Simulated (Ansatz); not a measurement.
# C2H6N2O: one species, many methods

Aim: compute C2H6N2O with functionals from several rungs and with coupled cluster. The yardstick is the atomisation energy at the CCSD(T) limit.

Computed with Ansatz 0.2.0, Gaussian basis. Level: functionals in def2-TZVPP, the program's frozen cores in correlated methods.

The runs, in order: PBE-D4, r2SCAN-D4, PBE0-D4, B3LYP-D4, ωB97X-V, ωB97M-V, B2PLYP; CCSD(T)/def2-TZVPP; MP2/def2-QZVPP; extrapolation to the limit.

### Step 1. The geometry

An earlier PBE0-D4 in a triple-zeta def2 set relaxation fixed the geometry.

SMILES `CNC(=N)O`, 11 atoms, charge 0, spin multiplicity 1.

Atoms are counted from 1 here; the program's logs count them from 0.

Bond lengths: C1–N2 1.438 Å, C1–H6 1.090 Å, C1–H7 1.096 Å, C1–H8 1.090 Å, N2–C3 1.355 Å, N2–H9 1.004 Å, C3–N4 1.271 Å, C3–O5 1.362 Å, N4–H10 1.014 Å, O5–H11 0.961 Å. Angles: N2–C1–H6 108.9°, N2–C1–H7 112.6°, N2–C1–H8 109.4°, H6–C1–H7 109.2°, H6–C1–H8 109.0°, H7–C1–H8 107.7°, C1–N2–C3 120.5°, C1–N2–H9 118.9°, C3–N2–H9 115.8°, N2–C3–N4 122.5°, N2–C3–O5 109.6°, N4–C3–O5 127.9°, C3–N4–H10 112.6°, C3–O5–H11 108.3°.

### Step 2. PBE-D4 (GGA)

in.yaml reads:

```yaml
crystal:
  periodic: [false, false, false]
  atoms:
    - {symbol: C, position_ang: [-1.188381, 0.563064, 0.908206]}
    - {symbol: N, position_ang: [-0.398489, -0.523299, 0.393330]}
    - {symbol: C, position_ang: [0.589762, -0.289083, -0.503129]}
    - {symbol: N, position_ang: [0.762154, 0.845399, -1.050185]}
    - {symbol: O, position_ang: [1.301806, -1.432178, -0.706742]}
    - {symbol: H, position_ang: [-2.016600, 0.153818, 1.487068]}
    - {symbol: H, position_ang: [-0.606899, 1.242798, 1.540972]}
    - {symbol: H, position_ang: [-1.589033, 1.144801, 0.078292]}
    - {symbol: H, position_ang: [-0.298701, -1.356012, 0.945549]}
    - {symbol: H, position_ang: [1.502266, 0.835368, -1.742661]}
    - {symbol: H, position_ang: [2.007516, -1.241675, -1.330099]}
basis:
  gaussian: {orbitals: def2-TZVPP}
hamiltonian: {xc: pbe, dispersion: d4}
output: {forces: true, orbitals: {seedname: orbitals}}
```

The run is started by

```console
ansatz run in.yaml --threads 4 --pin off --events-out ev --progress --plain --max-ram 10444MiB
```

The runs that follow: r2SCAN-D4 (meta-GGA); PBE0-D4 (hybrid); B3LYP-D4 (hybrid); ωB97X-V (range-separated); ωB97M-V (range-separated); B2PLYP (double hybrid); CCSD(T) in def2-TZVPP; MP2 in def2-QZVPP.

Before running them: what should the planned runs give, taken together? Wanted: atomisation energy, CCSD(T)/CBS; farthest; mean size of error, hybrid; mean size of error, range-separated; gap, smallest and largest; T1 diagnostic; triples share of the correlation energy.

As calculated:

| quantity | value |
| --- | --- |
| atomisation energy, CCSD(T)/CBS | 4281.9 kJ/mol |
| functionals within 21.4 kJ/mol (0.5 %) | r2SCAN-D4 |
| farthest | PBE-D4 (+168.0 kJ/mol) |
| mean size of error, hybrid | 33.5 kJ/mol |
| mean size of error, range-separated | 29.6 kJ/mol |
| gap, smallest and largest | 5.25 eV (PBE-D4), 11.70 eV (ωB97X-V) |
| T1 diagnostic | 0.0124 |
| triples share of the correlation energy | 4.0 % |

**Reading.** PBE-D4 is off by +168.0 kJ/mol. Double hybrids carry the basis error of their MP2 part in triple zeta, and no dispersion term here, so their miss is partly the set-up's. The reference freezes the cores and leaves out relativity and excitations past (T), so misses under about 21.4 kJ/mol can't be ranked. Hartree-Fock recovers 67 % of the binding; the rest is correlation. The gap grows from 5.3 to 11.7 eV across the functionals, mostly with the share of exact exchange.
